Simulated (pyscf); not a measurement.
**Routes from H₂N–GaH₂ (SMILES [NH2][GaH2]) + H₂O (SMILES O)**

Candidate steps break at most two bonds and form at most two. Each was searched with GFN2-xTB (tblite) first. PySCF, gas phase, ωB97X-D3(BJ)/def2-SVP geometries. Energies: ωB97M-D3(BJ)/def2-TZVP, kcal/mol, from the separated reactants, singlet surface; ΔG‡ with ideal gas, 1 atm, RRHO with modes under 100 cm⁻¹ raised to 100, one conformer, R ln 2 for chiral ones without a mode under 150 cm⁻¹.

| products | type | ΔE‡ | ΔE | ΔG‡ 298 K | ΔG‡ 900 K | ν‡ (cm⁻¹) |
|---|---|---|---|---|---|---|
| HO–GaH₂ + NH₃ | four-centre exchange | -8.9 | -4.7 | – | – | 1022i |
| H₂N–GaH–OH + H₂ | four-centre exchange | 16.1 | -9.3 | 23.9 | 43.1 | 1312i |

A dash marks a saddle under its separated products, where this table gives no free-energy barrier. Row 1: On the reactant side the descent ends in an adduct with a Ga–O contact, 14.0 kcal/mol under the separated species and 4.0 kcal/mol under the saddle at ωB97X-D3(BJ)/def2-TZVP. On the product side the descent ends in an adduct with a Ga–N contact, 23.3 kcal/mol under the separated species and 17.7 kcal/mol under the saddle at ωB97X-D3(BJ)/def2-TZVP. Row 2: On the reactant side the descent ends in an adduct with a Ga–O contact, 10.3 kcal/mol under the separated species and 25.0 kcal/mol under the saddle at ωB97X-D3(BJ)/def2-TZVP. 

Plain bond fissions and candidates not yet searched are not listed, and one of them may be faster. Each barrier is that of the saddle found; lower ones may exist. Elements up to Kr have no core potential and no relativistic terms here.
